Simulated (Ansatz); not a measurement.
A calculation with Ansatz (development build ahead of 0.2.0).

```yaml
crystal:
  periodic: [false, false, false]
  atoms:
    - { symbol: S, position_ang: [0.01725, 0.01269, 1.23447] }
    - { symbol: C, position_ang: [0.01235, 1.28348, -0.00139] }
    - { symbol: C, position_ang: [0.02432, -1.27871, -0.00464] }
    - { symbol: C, position_ang: [-0.04422, 0.72879, -1.25334] }
    - { symbol: C, position_ang: [-0.02822, -0.72047, -1.30995] }
    - { symbol: H, position_ang: [-0.03115, 2.26809, 0.32916] }
    - { symbol: H, position_ang: [0.01278, -2.33081, 0.284] }
    - { symbol: H, position_ang: [-0.01381, 1.33075, -2.12396] }
    - { symbol: H, position_ang: [-0.01495, -1.37324, -2.17291] }
basis:
  gaussian: { orbitals: "6-31G" }
hamiltonian:
  xc: hf
correlation:
  method: mp2
  frozen_orbitals: { C: 1, H: 0, S: 5 }
```

The input is written out in the form of the current development build from the run's settings.

Output:

```yaml
Converged: yes
Reference_energy: -551.17993 hartree
Correlation_energy: -0.41605 hartree
Total_energy: -551.59598 hartree
Spin_squared_of_the_determinant: 0.000
```
